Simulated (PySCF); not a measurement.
Species: C4H4F2.
Atom-mapped SMILES: `[F:1][CH2:2][C:3]1=[C:4]([F:5])[CH2:6]1` (hydrogens: H7, H8 on C2; H9, H10 on C6)

The same species was optimised twice, with GFN2-xTB and with PBE0-D3(BJ)/def2-SVP (PySCF), and the same property calculations (PySCF, gas phase) were run on both structures.

```csv
coordinate,GFN2-xTB,PBE0-D3(BJ)/def2-SVP,change
C4–C6 (Å),1.488,1.467,-0.021
C3–C6 (Å),1.527,1.542,+0.015
C4–F5 (Å),1.314,1.305,-0.009
C3=C4 (Å),1.295,1.290,-0.005
F1–C2 (Å),1.371,1.366,-0.005
C2–C3 (Å),1.468,1.470,+0.002
C2–C3–C4 (°),153.9,156.7,+2.8
C3–C4–F5 (°),150.4,148.7,-1.7
C2–C3–C6 (°),143.1,141.6,-1.5
C3–C4–C6 (°),66.1,67.7,+1.6
C4–C3–C6 (°),63.0,61.6,-1.4
F1–C2–C3 (°),111.4,111.8,+0.4
F5–C4–C6 (°),143.5,143.6,+0.1
C3–C6–C4 (°),50.9,50.7,-0.2
F1–C2–C3–C4 (°),-1,-2,-1
```

Rotational constants: A = 6330, B = 2338, C = 1746 MHz (GFN2-xTB) against A = 6469, B = 2301, C = 1736 MHz (PBE0-D3(BJ)/def2-SVP). Point groups within 0.08 Å: Cs and Cs.

On the GFN2-xTB structure: lowest singlet, TDDFT (eV) 6.43 [PBE0/def2-SVPD]; lowest triplet, Tamm–Dancoff (eV) 4.45 [PBE0/def2-SVPD]; isotropic polarisability (au) 47.8 [PBE0/def2-SVPD]; HOMO (eV) -7.29 [PBE0/def2-SVPD]; LUMO (eV) 0.37 [PBE0/def2-SVPD]; dipole (D) 2.45 [PBE0/def2-SVPD]; HOMO (eV) -7.24 [PBE0/pcSseg-1]; LUMO (eV) 0.50 [PBE0/pcSseg-1]; dipole (D) 2.37 [PBE0/pcSseg-1]; GIAO shielding of F1 (ppm) 428.5 [PBE0/pcSseg-1]; GIAO shielding of C2 (ppm) 104.1 [PBE0/pcSseg-1]; GIAO shielding of C3 (ppm) 105.7 [PBE0/pcSseg-1]; GIAO shielding of C4 (ppm) 34.9 [PBE0/pcSseg-1]; GIAO shielding of F5 (ppm) 326.9 [PBE0/pcSseg-1]; GIAO shielding of C6 (ppm) 163.0 [PBE0/pcSseg-1].

Problem. What do these properties become on the PBE0-D3(BJ)/def2-SVP structure?

Solution. 
```json
{"property": "lowest singlet, TDDFT (eV)", "level": "PBE0/def2-SVPD", "on GFN2-xTB": "6.43", "on PBE0-D3(BJ)/def2-SVP": "6.42", "change": "-0.01"}
{"property": "lowest triplet, Tamm–Dancoff (eV)", "level": "PBE0/def2-SVPD", "on GFN2-xTB": "4.45", "on PBE0-D3(BJ)/def2-SVP": "4.50", "change": "+0.05"}
{"property": "isotropic polarisability (au)", "level": "PBE0/def2-SVPD", "on GFN2-xTB": "47.8", "on PBE0-D3(BJ)/def2-SVP": "48.2", "change": "+0.4"}
{"property": "HOMO (eV)", "level": "PBE0/def2-SVPD", "on GFN2-xTB": "-7.29", "on PBE0-D3(BJ)/def2-SVP": "-7.26", "change": "+0.03"}
{"property": "LUMO (eV)", "level": "PBE0/def2-SVPD", "on GFN2-xTB": "0.37", "on PBE0-D3(BJ)/def2-SVP": "0.43", "change": "+0.06"}
{"property": "dipole (D)", "level": "PBE0/def2-SVPD", "on GFN2-xTB": "2.45", "on PBE0-D3(BJ)/def2-SVP": "2.40", "change": "-0.05"}
{"property": "energy, GFN2-xTB geometry as zero (kcal/mol)", "level": "PBE0/def2-SVPD", "on GFN2-xTB": "0.0", "on PBE0-D3(BJ)/def2-SVP": "-0.7", "change": "-0.7"}
{"property": "HOMO (eV)", "level": "PBE0/pcSseg-1", "on GFN2-xTB": "-7.24", "on PBE0-D3(BJ)/def2-SVP": "-7.20", "change": "+0.04"}
{"property": "LUMO (eV)", "level": "PBE0/pcSseg-1", "on GFN2-xTB": "0.50", "on PBE0-D3(BJ)/def2-SVP": "0.56", "change": "+0.06"}
{"property": "dipole (D)", "level": "PBE0/pcSseg-1", "on GFN2-xTB": "2.37", "on PBE0-D3(BJ)/def2-SVP": "2.32", "change": "-0.05"}
{"property": "energy, GFN2-xTB geometry as zero (kcal/mol)", "level": "PBE0/pcSseg-1", "on GFN2-xTB": "0.0", "on PBE0-D3(BJ)/def2-SVP": "-0.6", "change": "-0.6"}
{"property": "GIAO shielding of F1 (ppm)", "level": "PBE0/pcSseg-1", "on GFN2-xTB": "428.5", "on PBE0-D3(BJ)/def2-SVP": "428.4", "change": "-0.1"}
{"property": "GIAO shielding of C2 (ppm)", "level": "PBE0/pcSseg-1", "on GFN2-xTB": "104.1", "on PBE0-D3(BJ)/def2-SVP": "104.4", "change": "+0.3"}
{"property": "GIAO shielding of C3 (ppm)", "level": "PBE0/pcSseg-1", "on GFN2-xTB": "105.7", "on PBE0-D3(BJ)/def2-SVP": "105.6", "change": "-0.1"}
{"property": "GIAO shielding of C4 (ppm)", "level": "PBE0/pcSseg-1", "on GFN2-xTB": "34.9", "on PBE0-D3(BJ)/def2-SVP": "39.0", "change": "+4.1"}
{"property": "GIAO shielding of F5 (ppm)", "level": "PBE0/pcSseg-1", "on GFN2-xTB": "326.9", "on PBE0-D3(BJ)/def2-SVP": "325.7", "change": "-1.2"}
{"property": "GIAO shielding of C6 (ppm)", "level": "PBE0/pcSseg-1", "on GFN2-xTB": "163.0", "on PBE0-D3(BJ)/def2-SVP": "161.3", "change": "-1.7"}
```

The heavy atoms differ by 0.022 Å rms after alignment. Among bonds between heavy atoms C4–C6 changes most (-0.021 Å). Changes are differences of the printed values. Neither structure is proved a minimum here.

Shape of the structure used: `[F:1][CH2:2][C:3]1=[C:4]([F:5])[CH2:6]1`: F1–C2–C3–C4 -2°.
